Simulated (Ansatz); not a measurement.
# GaGeH$_{3}$⁺ (H-bridged), doublet in cc-pVDZ: errors against UCCSDT(Q)

Geometry: that of the GaGeH3 (H-bridged), singlet, kept fixed.

```xyz
5

Ge   -0.0029    0.0000    1.1507
Ga   -0.0317    0.0000   -1.1673
H     0.9218    1.0676    0.2232
H     0.9218   -1.0676    0.2232
H     0.5638    0.0000   -2.6290
```

Basis cc-pVDZ; Ansatz 0.2.0. Only valence electrons are correlated (noble-gas cores and the filled d shells of p-block atoms frozen), which leaves 9 electrons in 41 orbitals. R marks a restricted (for open shells ROHF) determinant, U an unrestricted one. Active spaces: valence = (9e, 11o) chosen from the atoms' valence shells. No spin–orbit coupling is included, and no scalar relativity.

Full CI isn't at hand for all of this; UCCSDT(Q) serves as the reference, and is uncertain by about the last step of the cluster series. The frozen core follows each run's orbitals, which can shift R against U totals by a few meV for light atoms and by up to 0.1 eV past Ca.

* UHF ⟨S²⟩: 0.778
* T1 diagnostic (RCCSD): 0.0294
* largest doubles amplitude (RCCSD): 0.053
* T1 diagnostic (UCCSD): 0.0211

```
   level  E − E(UCCSDT(Q)) (meV)  share of correlation (%)  wall time
     UHF                    4767                      1.90          –
    UMP2                    1168                     75.96          –
   UCCSD                     189                     96.11          –
UCCSD(T)                      43                     99.12       14 s
  UCCSDT                       7                     99.86          –
```

The correlation energy at UCCSDT(Q), counted from RHF, is -4.859 eV. That run took 31 s on 1 thread of AMD EPYC 7R13, shared host.

Run but not shown, since their state or frozen core can't be matched to the reference's or they repeat it: RHF, RMP2, RCCSD, RCCSD(T), BCCD(T), RCCSDT, RCCSDT(Q), CASSCF (valence space), NEVPT2 (valence space), MRCISD (valence space), MRCISD+Q (valence space).

Times hold each run's SCF and search for its determinant on a shared host, so for small cases they say little of a method's own cost; they ran on 1 thread of AMD EPYC 7R13.

Natural occupations of CASSCF (valence space) about the gap: 1.978 1.960 1.950 1.932 1.002 0.048 0.039 0.033 0.023 0.020; effectively unpaired electrons, Σ n²(2−n)², 1.06.
